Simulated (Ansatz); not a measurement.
**Property card for SiC**

Level of theory: Ansatz 0.2.0, DFT r2SCAN, scalar-relativistic, plane waves, PAW.

Cutoff 500 eV; k points 12×12×4 on the computed 8-atom cell (Γ-centred); Gaussian smearing, width 0.02 eV; no spin polarisation.

The structure is relaxed at this level of theory with its symmetry kept.

It takes space group P6_3mc (No. 186, hexagonal). The conventional cell has a = 3.078 Å, b = 3.078 Å, c = 10.077 Å, α = 90.00°, β = 90.00°, γ = 120.00°. Si (site symmetry 3m) has 4 C at 1.89 Å as nearest neighbours. Si (site symmetry 3m) is surrounded by 4 C at 1.88 to 1.89 Å. C (site symmetry 3m) has 4 Si at 1.88 to 1.89 Å as nearest neighbours. Around C (site symmetry 3m) lie 4 Si at 1.89 Å.

```
Volume per atom                                                                                                                             : 10.33 Å³
Formation energy from the elements' standard states (uncorrected)                                                                           : -0.300 eV/atom
Generalised Kohn–Sham band gap                                                                                                              : 2.60 eV, indirect from Γ to M
Löwdin character of the top 1 eV of the valence band                                                                                        : C 2p 83 %, Si 3p 13 %
Löwdin character of the lowest 1 eV of the conduction band                                                                                  : Si 3p 46 %, C 2s 22 %, C 2p 10 %, unprojected 17 %
Electron masses at the edge by Cartesian direction of the standard setting (m_e; degenerate bands sorted by energy; no spin-orbit coupling) : x: 0.28; y: 0.54; z: 0.31
Hole masses at the edge by Cartesian direction of the standard setting (m_e; degenerate bands sorted by energy; no spin-orbit coupling)     : x: 3.3, 0.30; y: 3.4, 0.30; z: 1.6, 1.6
Bulk modulus                                                                                                                                : 227 GPa
Its pressure derivative                                                                                                                     : 3.9
Electronic dielectric constant xx, yy, zz of the standard setting (independent particles)                                                   : 6.6, 6.6, 6.8
Bader charges (e)                                                                                                                           : Si (2 in the cell) 2.87, Si (2 in the cell) 2.88, C (2 in the cell) -2.88, C (2 in the cell) -2.88
```